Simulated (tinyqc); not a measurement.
ROHF in the sto-3g basis, for LiH+, spin multiplicity 2, step by step. One step of it, computed by the program tinyqc.

Task: Iteration 2: building the Fock matrix. J_ij = sum D_kl (ij|kl) with D = D(alpha) + D(beta), K_ij = sum D_kl (ik|jl) for each spin; F = H + J - K(s); E = tr D H + tr D J / 2 - 0.5 sum_s tr D(s) K(s) + E_nn.

D(alpha) after iteration 1, order 1Li 1s, 1Li 2s, 1Li 2px, 1Li 2py, 1Li 2pz, 2H 1s:
```
[[0.995449, 0.000820, 0.000000, 0.000000, -0.022433, -0.071601],
 [0.000820, 0.073405, 0.000000, 0.000000, 0.070811, 0.209025],
 [0.000000, 0.000000, 0.000000, 0.000000, 0.000000, 0.000000],
 [0.000000, 0.000000, 0.000000, 0.000000, 0.000000, 0.000000],
 [-0.022433, 0.070811, 0.000000, 0.000000, 0.068850, 0.203362],
 [-0.071601, 0.209025, 0.000000, 0.000000, 0.203362, 0.600699]]
```

D(beta) after iteration 1, order 1Li 1s, 1Li 2s, 1Li 2px, 1Li 2py, 1Li 2pz, 2H 1s:
```
[[0.987430, 0.024977, 0.000000, 0.000000, 0.001064, -0.002197],
 [0.024977, 0.000632, 0.000000, 0.000000, 0.000027, -0.000056],
 [0.000000, 0.000000, 0.000000, 0.000000, 0.000000, 0.000000],
 [0.000000, 0.000000, 0.000000, 0.000000, 0.000000, 0.000000],
 [0.001064, 0.000027, 0.000000, 0.000000, 0.000001, -0.000002],
 [-0.002197, -0.000056, 0.000000, 0.000000, -0.000002, 0.000005]]
```

core Hamiltonian H = T + V (hartree), order 1Li 1s, 1Li 2s, 1Li 2px, 1Li 2py, 1Li 2pz, 2H 1s:
```
[[-4.650406, -1.043493, 0.000000, 0.000000, -0.008788, -0.083797],
 [-1.043493, -1.339175, 0.000000, 0.000000, -0.089686, -0.401208],
 [0.000000, 0.000000, -1.089328, 0.000000, 0.000000, 0.000000],
 [0.000000, 0.000000, 0.000000, -1.089328, 0.000000, 0.000000],
 [-0.008788, -0.089686, 0.000000, 0.000000, -1.157431, -0.551414],
 [-0.083797, -0.401208, 0.000000, 0.000000, -0.551414, -1.199403]]
```

Two-electron integrals (ij|kl) in chemists' order, unique and non-zero (hartree):
```
(11|11) 1.680395   (21|11) 0.265420   (21|21) 0.049941   (22|11) 0.397727
(22|21) 0.092860   (22|22) 0.290562   (31|31) 0.008981   (32|31) 0.013788
(32|32) 0.064184   (33|11) 0.396640   (33|21) 0.092880   (33|22) 0.290497
(33|33) 0.312946   (41|41) 0.008981   (42|41) 0.013788   (42|42) 0.064184
(43|43) 0.016869   (44|11) 0.396640   (44|21) 0.092880   (44|22) 0.290497
(44|33) 0.279207   (44|44) 0.312946   (51|51) 0.008981   (52|51) 0.013788
(52|52) 0.064184   (53|53) 0.016869   (54|54) 0.016869   (55|11) 0.396640
(55|21) 0.092880   (55|22) 0.290497   (55|33) 0.279207   (55|44) 0.279207
(55|55) 0.312946   (61|11) 0.019671   (61|21) 0.003745   (61|22) 0.007177
(61|33) 0.007089   (61|44) 0.007089   (61|51) 0.000491   (61|52) 0.000959
(61|55) 0.007356   (61|61) 0.000313   (62|11) 0.079671   (62|21) 0.018986
(62|22) 0.067491   (62|33) 0.063555   (62|44) 0.063555   (62|51) 0.002923
(62|52) 0.021286   (62|55) 0.075301   (62|61) 0.001738   (62|62) 0.031236
(63|31) 0.001118   (63|32) 0.006097   (63|53) 0.002838   (63|63) 0.001638
(64|41) 0.001118   (64|42) 0.006097   (64|54) 0.002838   (64|64) 0.001638
(65|11) 0.109382   (65|21) 0.026225   (65|22) 0.095685   (65|33) 0.089109
(65|44) 0.089109   (65|51) 0.004490   (65|52) 0.032882   (65|55) 0.108749
(65|61) 0.002452   (65|62) 0.047443   (65|65) 0.072493   (66|11) 0.244245
(66|21) 0.058867   (66|22) 0.230682   (66|33) 0.211359   (66|44) 0.211359
(66|51) 0.008726   (66|52) 0.083400   (66|55) 0.269213   (66|61) 0.005435
(66|62) 0.140700   (66|65) 0.219397   (66|66) 0.774606
```

nuclear repulsion = 0.73293243 hartree

Give: Coulomb J; exchange K(alpha); exchange K(beta); F(alpha); F(beta); total energy of this density.

Result:

Coulomb J (hartree), order 1Li 1s, 1Li 2s, 1Li 2px, 1Li 2py, 1Li 2pz, 2H 1s:
```
[[3.6241, 0.5956, 0.0000, 0.0000, 0.0098, 0.0453],
 [0.5956, 1.0396, 0.0000, 0.0000, 0.0807, 0.2886],
 [0.0000, 0.0000, 1.0207, 0.0000, 0.0000, 0.0000],
 [0.0000, 0.0000, 0.0000, 1.0207, 0.0000, 0.0000],
 [0.0098, 0.0807, 0.0000, 0.0000, 1.0707, 0.4180],
 [0.0453, 0.2886, 0.0000, 0.0000, 0.4180, 1.1469]]
```

exchange K(alpha) (hartree), order 1Li 1s, 1Li 2s, 1Li 2px, 1Li 2py, 1Li 2pz, 2H 1s:
```
[[1.6766, 0.2737, 0.0000, 0.0000, 0.0002, 0.0216],
 [0.2737, 0.1285, 0.0000, 0.0000, 0.0956, 0.1802],
 [0.0000, 0.0000, 0.0194, 0.0000, 0.0000, 0.0000],
 [0.0000, 0.0000, 0.0000, 0.0194, 0.0000, 0.0000],
 [0.0002, 0.0956, 0.0000, 0.0000, 0.1361, 0.2448],
 [0.0216, 0.1802, 0.0000, 0.0000, 0.2448, 0.6268]]
```

exchange K(beta) (hartree), order 1Li 1s, 1Li 2s, 1Li 2px, 1Li 2py, 1Li 2pz, 2H 1s:
```
[[1.6725, 0.2731, 0.0000, 0.0000, 0.0002, 0.0211],
 [0.2731, 0.0540, 0.0000, 0.0000, 0.0001, 0.0043],
 [0.0000, 0.0000, 0.0096, 0.0000, 0.0000, 0.0000],
 [0.0000, 0.0000, 0.0000, 0.0096, 0.0000, 0.0000],
 [0.0002, 0.0001, 0.0000, 0.0000, 0.0096, 0.0006],
 [0.0211, 0.0043, 0.0000, 0.0000, 0.0006, 0.0004]]
```

F(alpha) (hartree), order 1Li 1s, 1Li 2s, 1Li 2px, 1Li 2py, 1Li 2pz, 2H 1s:
```
[[-2.7029, -0.7216, 0.0000, 0.0000, 0.0008, -0.0602],
 [-0.7216, -0.4281, 0.0000, 0.0000, -0.1045, -0.2927],
 [0.0000, 0.0000, -0.0880, 0.0000, 0.0000, 0.0000],
 [0.0000, 0.0000, 0.0000, -0.0880, 0.0000, 0.0000],
 [0.0008, -0.1045, 0.0000, 0.0000, -0.2229, -0.3782],
 [-0.0602, -0.2927, 0.0000, 0.0000, -0.3782, -0.6792]]
```

F(beta) (hartree), order 1Li 1s, 1Li 2s, 1Li 2px, 1Li 2py, 1Li 2pz, 2H 1s:
```
[[-2.6988, -0.7211, 0.0000, 0.0000, 0.0008, -0.0596],
 [-0.7211, -0.3536, 0.0000, 0.0000, -0.0090, -0.1168],
 [0.0000, 0.0000, -0.0782, 0.0000, 0.0000, 0.0000],
 [0.0000, 0.0000, 0.0000, -0.0782, 0.0000, 0.0000],
 [0.0008, -0.0090, 0.0000, 0.0000, -0.0963, -0.1340],
 [-0.0596, -0.1168, 0.0000, 0.0000, -0.1340, -0.0528]]
```

total energy of this density = -7.615141 hartree
